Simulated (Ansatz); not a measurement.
CS$_{2}$, SMILES `S=C=S`: measurement beside calculation (Ansatz, PBE0-D4/def2-TZVP geometry).

```xyz
3

S     0.574   -1.421   -0.219
C     0.000    0.000    0.000
S    -0.574    1.421    0.219
```

Measured: 17 eV (ionisation energy: vertical ionisation to the D state of CS2+ (4sigma_u band, multielectron state), band centre, photoelectron spectroscopy). Source: Possible EIT-like effects in strong-field photodissociation of carbon disulphide, 2007 (arxiv:physics/0702227).

| level | vertical IE (eV) | minus measured (eV) |
| --- | --- | --- |
| PBE-D4/def2-TZVPP | 10.02 | -6.98 |
| r2SCAN-D4/def2-TZVPP | 10.07 | -6.93 |
| PBE0-D4/def2-TZVPP | 10.06 | -6.94 |
| B3LYP-D4/def2-TZVPP | 10.06 | -6.94 |
| ωB97X-V/def2-TZVPP | 10.03 | -6.97 |
| ωB97M-V/def2-TZVPP | 10.00 | -7.00 |
| B2PLYP/def2-TZVPP | 10.10 | -6.90 |
| −ε(HOMO), LDA (SPW92) | 6.90 | -10.10 |
| −ε(HOMO), PBE | 6.77 | -10.23 |
| −ε(HOMO), revPBE | 6.72 | -10.28 |
| −ε(HOMO), BLYP | 6.57 | -10.43 |
| −ε(HOMO), r2SCAN | 7.03 | -9.97 |
| −ε(HOMO), B97M-V | 7.04 | -9.96 |
| −ε(HOMO), PBE0 | 7.82 | -9.18 |
| −ε(HOMO), B3LYP | 7.58 | -9.42 |
| −ε(HOMO), r2SCANh | 7.41 | -9.59 |
| −ε(HOMO), r2SCAN0 | 8.00 | -9.00 |
| −ε(HOMO), HSE06 | 7.44 | -9.56 |
| −ε(HOMO), BHLYP | 8.70 | -8.30 |
| −ε(HOMO), CAM-B3LYP | 8.97 | -8.03 |
| −ε(HOMO), LC-ωPBE | 10.25 | -6.75 |
| −ε(HOMO), ωB97X-V | 9.92 | -7.08 |
| −ε(HOMO), ωB97M-V | 9.73 | -7.27 |

Computed values are vertical and leave out zero-point energy and spin–orbit coupling. All levels miss by much here, so the measurement may belong to another conformer or state, or be off; this wasn't checked.

Enthalpy of formation at 298 K: 28.0 kcal/mol (zero for an element's reference state; older measured values of the G2 set, as listed by Staroverov and co-workers, J. Chem. Phys. 119, 12129, 2003). With their computed zero-point and thermal terms and the atoms' enthalpies of Curtiss and co-workers (1997) it gives an electronic atomization energy of 277.8 kcal/mol.

```
             level  atomization (kcal/mol)   error  error per bond
       LDA (SPW92)                   344.9    67.1            33.5
            PBE-D4                   303.8    26.0            13.0
         revPBE-D4                   293.4    15.6             7.8
           BLYP-D4                   289.5    11.7             5.9
         r2SCAN-D4                   289.3    11.5             5.7
            B97M-V                   291.0    13.2             6.6
           PBE0-D4                   285.8     8.0             4.0
          B3LYP-D4                   280.3     2.5             1.2
        r2SCANh-D4                   283.0     5.2             2.6
        r2SCAN0-D4                   273.8    -4.0            -2.0
          HSE06-D4                   286.6     8.8             4.4
          BHLYP-D4                   257.5   -20.3           -10.2
      CAM-B3LYP-D4                   273.8    -4.0            -2.0
           ωB97X-V                   277.7    -0.1            -0.1
           ωB97M-V                   281.6     3.7             1.9
            B2PLYP                   279.3     1.5             0.8
          PBE-QIDH                   279.6     1.7             0.9
               PBE                   302.0    24.2            12.1
            revPBE                   288.3    10.5             5.3
              BLYP                   285.6     7.7             3.9
            r2SCAN                   288.9    11.1             5.6
              PBE0                   284.4     6.5             3.3
             B3LYP                   277.3    -0.5            -0.2
           r2SCANh                   282.6     4.8             2.4
           r2SCAN0                   273.4    -4.5            -2.2
             HSE06                   285.2     7.4             3.7
             BHLYP                   255.0   -22.8           -11.4
         CAM-B3LYP                   272.3    -5.5            -2.8
           LC-ωPBE                   268.6    -9.2            -4.6
RPA@PBE/def2-TZVPP                   252.4   -25.4           -12.7
     HF/def2-TZVPP                   164.5  -113.3           -56.7
    MP2/def2-TZVPP                   287.0     9.1             4.6
SCS-MP2/def2-TZVPP                   276.8    -1.0            -0.5
   CCSD/def2-TZVPP                   252.6   -25.3           -12.6
CCSD(T)/def2-TZVPP                   267.3   -10.6            -5.3
     HF/def2-QZVPP                   164.5  -113.3           -56.7
    MP2/def2-QZVPP                   292.9    15.1             7.5
SCS-MP2/def2-QZVPP                   283.4     5.5             2.8
   CCSD/def2-QZVPP                   257.9   -20.0           -10.0
CCSD(T)/def2-QZVPP                   273.2    -4.6            -2.3
      HF/CBS(def2)                   164.5  -113.3           -56.7
     MP2/CBS(def2)                   297.3    19.5             9.7
    CCSD/CBS(def2)                   261.8   -16.0            -8.0
 CCSD(T)/CBS(def2)                   277.6    -0.2            -0.1
```

Functionals use def2-TZVPP; B3LYP here is the variant with VWN-RPA as its local correlation; programs differ in this. The calculations leave out spin–orbit coupling, scalar relativity and, for the correlated methods, core correlation; together these are worth up to about 1 kcal/mol a heavy atom. HSE06 is defined as in plane-wave codes. CBS extrapolates def2-TZVPP and def2-QZVPP. T1 = 0.020.
